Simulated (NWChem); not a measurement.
# [NH2]− (SMILES [NH2-]) at 4 levels

Wanted: a comparison of 4 runs (HF/STO-3G, HF/3-21G, B3LYP/6-31G*) of [NH2]−. 

Program for the calculation: NWChem 7.3.0.

### 1 Starting point

[NH2]−: 3 atoms, total charge -1, spin state singlet. As SMILES, `[NH2-]`. One bond was lengthened or shortened from a relaxed shape.

Bond lengths: N1–H2 1.181 Å, N1–H3 1.027 Å. Angles: H2–N1–H3 101.8°.

### 2 The energy at HF/STO-3G (run 1)

run.py reads:

```python
from ase import Atoms
from ase.calculators.nwchem import NWChem

system = Atoms(['N', 'H', 'H'], positions=[
    [0.374704, -0.353627, 0.170605],
    [0.125500, 0.801200, 0.156000],
    [-0.435196, -0.748827, -0.322795],
])

calc = NWChem(
    label='calc',
    theory='scf',
    memory='2200 mb',
    basis='STO-3G',
    basispar='spherical bse',
    charge=-1,
    scf={'nopen': '0', 'rhf': None, 'thresh': '1e-08', 'maxiter': '80'},
    task='energy',
)
system.calc = calc

e = system.get_potential_energy()
print(f"E = {e:.6f} eV")
print("dipole (e A):", system.get_dipole_moment().round(4))
```

Started as:

```bash
$ export ASE_NWCHEM_COMMAND="nwchem PREFIX.nwi > PREFIX.nwo"
$ python run.py
```

Output:

```text
E = -1484.995278 eV
dipole (e A): [-0.4318  0.2773 -0.2106]
```

The calculator wrote calc.nwi:

```
title "calc"

permanent_dir calc

scratch_dir calc

start calc

geometry units angstrom nocenter noautosym noautoz
  N  3.7470399999999998e-01 -3.5362700000000002e-01 1.7060500000000001e-01
  H  1.2550000000000000e-01 8.0120000000000002e-01 1.5600000000000000e-01
  H  -4.3519600000000003e-01 -7.4882700000000002e-01 -3.2279500000000000e-01
end

charge -1

memory 2200 mb

basis spherical bse noprint
   * library STO-3G
end

scf
  nopen 0
  rhf
  thresh 1e-08
  maxiter 80
end

task scf energy
```

calc.nwo:

```text
Northwest Computational Chemistry Package (NWChem) 7.3.0
             --------------------------------------------------------

           Job information
           ---------------

    nwchem branch   = 7.3.0
    use scalapack   = T
    input           = calc.nwi
    prefix          = calc.
    data base       = calc/calc.db
    status          = startup
    nproc           =        1

           Memory information
           ------------------

[... 5 lines left out ...]
    hardfail = no
[... 104 lines left out ...]
         Quadratically convergent ROHF
[... 13 lines left out ...]
       Final RHF  results
[... 4 lines left out ...]
      Two-electron energy =     31.713672779456
[... 16 lines left out ...]
                       ROHF Final Molecular Orbital Analysis
[... 66 lines left out ...]
       Multipole analysis of the density wrt the origin
       ------------------------------------------------

     L   x y z        total         open         nuclear
     -   - - -        -----         ----         -------
     0   0 0 0     -1.000000      0.000000      9.000000

     1   1 0 0     -0.815976      0.000000      4.371375
[... 8 lines of this table left out ...]
     2   0 0 2     -5.990609      0.000000      1.186576

 Task  times  cpu:        0.0s     wall:        0.0s
 Total times  cpu:        0.0s     wall:        0.0s
```

Run time: 0.95 s. Hardware: 1 thread of AMD EPYC 9R45 (Zen 5), shared host; peak memory 0.099 GiB.

### 3 A single-point energy at HF/3-21G (run 2)

h2n.nw reads:

```
start h2n
memory 2200 mb
charge -1

geometry noautosym nocenter noautoz
  N     0.374704   -0.353627    0.170605
  H     0.125500    0.801200    0.156000
  H    -0.435196   -0.748827   -0.322795
end

basis spherical bse
  N library 3-21G
  H library 3-21G
end

scf
  thresh 1e-08
  maxiter 80
end

task scf energy
```

Started as:

```bash
$ nwchem h2n.nw > h2n.out
```

Output:

```text
[...]
  functions       =    13
[...]
  wavefunction    = RHF
[...]
         Total SCF energy =    -55.128801032992
      One-electron energy =    -92.568314190425
      Two-electron energy =     30.390585671496
 Nuclear repulsion energy =      7.048927485937
        Time for solution =      0.0s
[...]
```

It took 0.56 s on 1 thread of AMD EPYC 9R45 (Zen 5), shared host; peak memory 0.099 GiB.

### 4 A single-point energy at B3LYP/6-31G(d) (spherical functions) (run 3)

mol.xyz reads:

```xyz
3
H2N energy
N      0.374704    -0.353627     0.170605
H      0.125500     0.801200     0.156000
H     -0.435196    -0.748827    -0.322795
```

run.py reads:

```python
from ase.io import read
from ase.calculators.nwchem import NWChem

mol = read('mol.xyz')

calc = NWChem(
    label='mol',
    theory='dft',
    memory='2200 mb',
    basis='6-31G*',
    basispar='spherical bse',
    charge=-1,
    dft={'xc': 'b3lyp', 'mult': '1', 'grid': 'xfine', 'convergence': 'energy 1e-08', 'iterations': '100', 'mulliken': None},
    task='energy',
)
mol.calc = calc

print("Total energy (eV):", round(mol.get_potential_energy(), 6))
print("dipole (e A):", mol.get_dipole_moment().round(4))
```

Started as:

```bash
$ export ASE_NWCHEM_COMMAND="nwchem PREFIX.nwi > PREFIX.nwo"
$ python run.py
```

Output:

```text
Total energy (eV): -1519.180677
dipole (e A): [-0.5049  0.3323 -0.2454]
```

The calculator wrote mol.nwi:

```
title "mol"

permanent_dir mol

scratch_dir mol

start mol

geometry units angstrom nocenter noautosym noautoz
  N  3.7470399999999998e-01 -3.5362700000000002e-01 1.7060500000000001e-01
  H  1.2550000000000000e-01 8.0120000000000002e-01 1.5600000000000000e-01
  H  -4.3519600000000003e-01 -7.4882700000000002e-01 -3.2279500000000000e-01
end

charge -1

memory 2200 mb

basis spherical bse noprint
   * library 6-31G*
end

dft
  xc b3lyp
  mult 1
  grid xfine
  convergence energy 1e-08
  iterations 100
  mulliken
end

task dft energy
```

mol.nwo:

```text
Northwest Computational Chemistry Package (NWChem) 7.3.0
             --------------------------------------------------------

           Job information
           ---------------

    nwchem branch   = 7.3.0
    use scalapack   = T
    input           = mol.nwi
    prefix          = mol.
    data base       = mol/mol.db
    status          = startup
    nproc           =        1

           Memory information
           ------------------

[... 5 lines left out ...]
    hardfail = no
[... 91 lines left out ...]
          Convergence on energy requested:  1.00D-08
[... 25 lines left out ...]
          Convergence Information
[... 32 lines left out ...]
 1-e energy   =     -98.269244
[... 46 lines left out ...]
      One electron energy =      -92.882751340950
[... 8 lines left out ...]
                       DFT Final Molecular Orbital Analysis
[... 164 lines left out ...]
     Multipole analysis of the density
     ---------------------------------

     L   x y z        total         alpha         beta         nuclear
     -   - - -        -----         -----         ----         -------
     0   0 0 0     -1.000000     -5.000000     -5.000000      9.000000

     1   1 0 0     -0.954161     -2.662768     -2.662768      4.371375
[... 8 lines of this table left out ...]
     2   0 0 2     -7.834142     -4.510359     -4.510359      1.186576

 Task  times  cpu:        1.0s     wall:        1.0s
 Total times  cpu:        1.0s     wall:        1.0s
```

It took 2 s on 1 thread of AMD EPYC 9R45 (Zen 5), shared host; peak memory 0.12 GiB.

### 5 A single-point energy at B3LYP/6-31G(d) (Cartesian functions) (run 4)

a.xyz reads:

```xyz
3

N      0.374704    -0.353627     0.170605
H      0.125500     0.801200     0.156000
H     -0.435196    -0.748827    -0.322795
```

run.py reads:

```python
from ase.io import read
from ase.calculators.nwchem import NWChem

mol = read('a.xyz')

calc = NWChem(
    label='a',
    theory='dft',
    memory='2200 mb',
    basis='6-31G*',
    charge=-1,
    dft={'xc': 'b3lyp', 'mult': '1', 'grid': 'xfine', 'convergence': 'energy 1e-08', 'iterations': '100', 'mulliken': None},
    task='energy',
)
mol.calc = calc

e = mol.get_potential_energy()
print(f"E = {e:.6f} eV")
print("dipole (e A):", mol.get_dipole_moment().round(4))
```

Started as:

```bash
$ export ASE_NWCHEM_COMMAND="nwchem PREFIX.nwi > PREFIX.nwo"
$ python run.py
```

Output:

```text
E = -1519.261480 eV
dipole (e A): [-0.5042  0.3328 -0.2449]
```

The calculator wrote a.nwi:

```
title "a"

permanent_dir a

scratch_dir a

start a

geometry units angstrom nocenter noautosym noautoz
  N  3.7470399999999998e-01 -3.5362700000000002e-01 1.7060500000000001e-01
  H  1.2550000000000000e-01 8.0120000000000002e-01 1.5600000000000000e-01
  H  -4.3519600000000003e-01 -7.4882700000000002e-01 -3.2279500000000000e-01
end

charge -1

memory 2200 mb

basis noprint
   * library 6-31G*
end

dft
  xc b3lyp
  mult 1
  grid xfine
  convergence energy 1e-08
  iterations 100
  mulliken
end

task dft energy
```

a.nwo:

```text
Northwest Computational Chemistry Package (NWChem) 7.3.0
             --------------------------------------------------------

           Job information
           ---------------

    nwchem branch   = 7.3.0
    use scalapack   = T
    input           = a.nwi
    prefix          = a.
    data base       = a/a.db
    status          = startup
    nproc           =        1

           Memory information
           ------------------

[... 5 lines left out ...]
    hardfail = no
[... 91 lines left out ...]
          Convergence on energy requested:  1.00D-08
[... 25 lines left out ...]
          Convergence Information
[... 32 lines left out ...]
 1-e energy   =     -98.269247
[... 46 lines left out ...]
      One electron energy =      -92.868286220930
[... 8 lines left out ...]
                       DFT Final Molecular Orbital Analysis
[... 172 lines left out ...]
     Multipole analysis of the density
     ---------------------------------

     L   x y z        total         alpha         beta         nuclear
     -   - - -        -----         -----         ----         -------
     0   0 0 0     -1.000000     -5.000000     -5.000000      9.000000

     1   1 0 0     -0.952820     -2.662097     -2.662097      4.371375
[... 8 lines of this table left out ...]
     2   0 0 2     -7.860450     -4.523513     -4.523513      1.186576

 Task  times  cpu:        1.1s     wall:        1.1s
 Total times  cpu:        1.1s     wall:        1.1s
```

Run time: 2.1 s. Hardware: 1 thread of AMD EPYC 9R45 (Zen 5), shared host; peak memory 0.12 GiB.

### 6 All runs side by side

```
run                               level  iteration cap  module  energy (Eh)  HOMO energy (eV)  LUMO energy (eV)  HOMO–LUMO gap (eV)  wall time
  1                           HF/STO-3G             80     scf   -54.572570              5.00             27.50               22.50     0.95 s
  2                            HF/3-21G             80     scf   -55.128801              0.57             15.81               15.24     0.56 s
  3  B3LYP/6-31G* (spherical functions)            100     dft   -55.828861              4.37              9.99                5.62        2 s
  4  B3LYP/6-31G* (Cartesian functions)            100     dft   -55.831830              4.32              9.93                5.61      2.1 s
```

### 7 Summary of results

| quantity | value |
| --- | --- |
| run 4: total energy | -55.83183 Eh |
| run 4: HOMO energy | 4.32 eV |
| run 4: LUMO energy | 9.93 eV |
| run 4: HOMO–LUMO gap (to an unbound level, set by the basis) | 5.61 eV |

In words: The HOMO–LUMO gap runs from 5.61 eV (B3LYP/6-31G*) to 22.50 eV (HF/STO-3G). The two ends differ in method and basis. The empty levels of an anion lie above zero and hang on the basis. In runs 1, 2, 3, 4 the HOMO lies above zero, so the outermost electron may be held by the basis alone. In run 1 the basis is minimal, so the values are rough. All runs together took 5.5 s, the longest 2.1 s.
